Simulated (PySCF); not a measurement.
CS$_{2}$, charge -1, doublet, at a GFN2-xTB geometry of the parent state (a state made from the parent by changing its charge; the spin is typed, not shown lowest) (a gas-phase anion, which may not be bound at this level); M062X/6-31G in PySCF.

Here is a job for PySCF.
```python
from pyscf import gto, scf, dft

mol = gto.Mole()
mol.atom = '''
    S    -1.458793    0.087197    0.139066
    C    -0.017193   -0.124188   -0.584844
    S     1.465240   -0.040627    0.080250
'''
mol.basis = '6-31g'
mol.charge = -1
mol.spin = 1
mol.verbose = 4
mol.build()

mf = dft.ROKS(mol)
mf.xc = 'm062x'
mf.kernel()
```

Question: Predict the main parts of the log of this PySCF run.

Answer: 
```
PySCF version 2.14.0

[INPUT] verbose = 4
[INPUT] num. atoms = 3
[INPUT] num. electrons = 39
[INPUT] charge = -1
[INPUT] spin (= nelec alpha-beta = 2S) = 1
[INPUT] symmetry False subgroup None
[INPUT] Mole.unit = angstrom
[INPUT] Symbol           X                Y                Z      unit          X                Y                Z       unit  Magmom
[INPUT]  1 S     -1.458793000000   0.087197000000   0.139066000000 AA   -2.756719242433   0.164778448884   0.262796653239 Bohr   0.0
[INPUT]  2 C     -0.017193000000  -0.124188000000  -0.584844000000 AA   -0.032490061260  -0.234681307957  -1.105194985595 Bohr   0.0
[INPUT]  3 S      1.465240000000  -0.040627000000   0.080250000000 AA    2.768902306758  -0.076773903263   0.151650521496 Bohr   0.0

nuclear repulsion = 108.725776386082
number of shells = 19
number of NR pGTOs = 114
number of NR cGTOs = 35
basis = 6-31g
ecp = {}

******** <class 'pyscf.dft.roks.ROKS'> ********
method = ROKS
initial guess = minao
damping factor = 0
level_shift factor = 0
DIIS = <class 'pyscf.scf.diis.CDIIS'>
diis_start_cycle = 1
diis_space = 8
diis_damp = 0
SCF conv_tol = 1e-09
SCF conv_tol_grad = None
SCF max_cycles = 50
direct_scf = True
direct_scf_tol = 1e-13
num. doubly occ = 19  num. singly occ = 1
XC library pyscf.dft.libxc version 7.1.2
    S. Lehtola, C. Steigemann, M. J. T. Oliveira, and M. A. L. Marques,  SoftwareX 7, 1–5 (2018)
XC functionals = m062x
    Y. Zhao and D. G. Truhlar,  Theor. Chem. Acc. 120, 215 (2008)
    Y. Zhao and D. G. Truhlar,  Theor. Chem. Acc. 120, 215 (2008)
radial grids:
    Treutler-Ahlrichs [JCP 102, 346 (1995); DOI:10.1063/1.469408] (M4) radial grids

becke partition: Becke, JCP 88, 2547 (1988); DOI:10.1063/1.454033
pruning grids: <function nwchem_prune>
grids dens level: 3
symmetrized grids: False
atomic radii adjust function: <function treutler_atomic_radii_adjust>
small_rho_cutoff = 0
Set gradient conv threshold to 3.16228e-05
tot grids = 51880
init E= -834.645068082464
  HOMO = -0.149109133005891  LUMO = -0.0707550697192889  gap/eV = 2.13212
cycle= 1 E= -834.286160137513  delta_E= 0.359  |g|= 0.327  |ddm|= 1.69
  HOMO = 0.0556843727394538  LUMO = 0.177602542356492  gap/eV = 3.31756
cycle= 2 E= -834.253017062577  delta_E= 0.0331  |g|= 0.485  |ddm|= 0.763
  HOMO = 0.0893544614613979  LUMO = 0.209491411844959  gap/eV = 3.26909
cycle= 3 E= -834.324916934754  delta_E= -0.0719  |g|= 0.0596  |ddm|= 0.37
  HOMO = 0.0684934735218281  LUMO = 0.192345245536334  gap/eV = 3.37018
cycle= 4 E= -834.326175119082  delta_E= -0.00126  |g|= 0.0066  |ddm|= 0.0688
  HOMO = 0.0686659998078751  LUMO = 0.193710882190326  gap/eV = 3.40264
cycle= 5 E= -834.326218108369  delta_E= -4.3e-05  |g|= 0.00199  |ddm|= 0.0172
  HOMO = 0.0682388016231816  LUMO = 0.193445309650154  gap/eV = 3.40704
cycle= 6 E= -834.326222524844  delta_E= -4.42e-06  |g|= 0.00043  |ddm|= 0.00511
  HOMO = 0.0681450365550123  LUMO = 0.19343162093972  gap/eV = 3.40922
cycle= 7 E= -834.32622276739  delta_E= -2.43e-07  |g|= 4.09e-05  |ddm|= 0.0014
  HOMO = 0.0681422816228936  LUMO = 0.193430941397309  gap/eV = 3.40928
cycle= 8 E= -834.326222767913  delta_E= -5.24e-10  |g|= 4.6e-05  |ddm|= 0.000135
  HOMO = 0.0681414355477237  LUMO = 0.193430557869222  gap/eV = 3.40929
cycle= 9 E= -834.326222768844  delta_E= -9.31e-10  |g|= 2.98e-06  |ddm|= 6.38e-05
  HOMO = 0.068141223118166  LUMO = 0.193430421709459  gap/eV = 3.40929
Extra cycle  E= -834.326222768849  delta_E= -5e-12  |g|= 2.8e-06  |ddm|= 8.22e-06
converged SCF energy = -834.326222768849
```
